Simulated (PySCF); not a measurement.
Species: C2H2N2.
SMILES: `[H]/N=C\C#N`

Computed, not measured: PBE0-D3(BJ)/def2-SVP geometry optimisation, gas phase in PySCF 2.14.0.

Masses are those of the commonest isotopes; rigid-rotor values at the optimised geometry. 

(1) Give the principal moments of inertia and the rotational constants in MHz.

(2) Classify the top.

(3) Is it planar, by Δ = Ic − Ia − Ib?

(4) Give the coordinates in the principal-axis frame, origin at the centre of mass.

(5) List the rotational levels J(Ka,Kc) to J = 5 (K).

(6) Which types of transition are allowed, and where do some lines up to J = 2 fall?

(7) Estimate the classical rotational partition function at 25 K and 100 K.

Answers

(1) Ia = 9.31, Ib = 99.41, Ic = 108.73 u·Å²; 505379 MHz·u·Å²/I gives A = 54256, B = 5084, C = 4648 MHz.

(2) A near-prolate asymmetric top. Ray's parameter κ = (2B − A − C)/(A − C) = -0.982; −1 is the prolate and +1 the oblate limit.

(3) Planar: Δ = Ic − Ia − Ib = 0.00 u·Å². For a rigid frame Δ = −2 Σ m c², so it vanishes when all atoms lie in the ab plane; here none is more than 0.01 Å from it.

(4) The sense of each axis is arbitrary; atoms in the order of the calculation.
```
atom  mass (u)   a (Å)   b (Å)   c (Å)
  N1    14.003   1.818  -0.200   0.000
  C2    12.000   0.704   0.119   0.000
  C3    12.000  -0.697   0.485   0.000
  N4    14.003  -1.664  -0.336   0.000
  H5     1.008  -0.904   1.566  -0.001
  H6     1.008  -1.326  -1.305   0.001
```

(5) Above 0(0,0), as E/k:
J = 1: 1(0,1) 0.467, 1(1,1) 2.827, 1(1,0) 2.848
J = 2: 2(0,2) 1.401, 2(1,2) 3.740, 2(1,1) 3.803, 2(2,1) 10.883, 2(2,0) 10.883
J = 3: 3(0,3) 2.802, 3(1,3) 5.110, 3(1,2) 5.235, 3(2,2) 12.284, 3(2,1) 12.284, 3(3,1) 24.136, 3(3,0) 24.136
J = 4: 4(0,4) 4.668, 4(1,4) 6.936, 4(1,3) 7.145, 4(2,3) 14.152, 4(2,2) 14.154, 4(3,2) 26.004, 4(3,1) 26.004, 4(4,1) 42.596, 4(4,0) 42.596
J = 5: 5(0,5) 7.001, 5(1,5) 9.218, 5(1,4) 9.532, 5(2,4) 16.487, 5(2,3) 16.492, 5(3,3) 28.340, 5(3,2) 28.340, 5(4,2) 44.932, 5(4,1) 44.932, 5(5,1) 66.265, 5(5,0) 66.265

(6) The dipole components are |μa| = 1.24 D, |μb| = 0.37 D, |μc| = 0.00 D; the mirror of this Cs structure is the ab plane, so μc vanishes by symmetry and there are no c-type lines. Intensities carry the squares of the components, which stand as 1.00 : 0.09 (a : b). Some lines, for components of 0.1 D or more:

```tsv
type	branch	J(Ka,Kc)	MHz	lower level (cm⁻¹)
a	Q	1(1,0) ← 1(1,1)	436	1.965
a	Q	2(1,1) ← 2(1,2)	1307	2.600
a	R	1(0,1) ← 0(0,0)	9732	0.000
a	R	2(1,2) ← 1(1,1)	19028	1.965
a	R	2(0,2) ← 1(0,1)	19461	0.325
a	R	2(1,1) ← 1(1,0)	19899	1.979
b	Q	1(1,0) ← 1(0,1)	49608	0.325
b	Q	2(1,1) ← 2(0,2)	50046	0.974
b	R	1(1,1) ← 0(0,0)	58904	0.000
b	R	2(1,2) ← 1(0,1)	68200	0.325
b	Q	2(2,0) ← 2(1,1)	147520	2.643
b	Q	2(2,1) ← 2(1,2)	148823	2.600
b	R	2(2,1) ← 1(1,0)	167416	1.979
b	R	2(2,0) ← 1(1,1)	167854	1.965
```

(7) Point group Cs, symmetry number σ = 1; q = (√π/σ)·√((kT/h)³/(ABC)), k/h = 20836.6 MHz/K: 589 at 25 K, 4710 at 100 K.

No frequency check. No vibrational averaging or centrifugal distortion is included, and the geometry carries the error of its method. Quadrupole hyperfine structure (14N) is left out.

Time: 5.5 s wall. Hardware: an Arm Neoverse V1 with one thread (shared host). These figures are those of the optimisation.
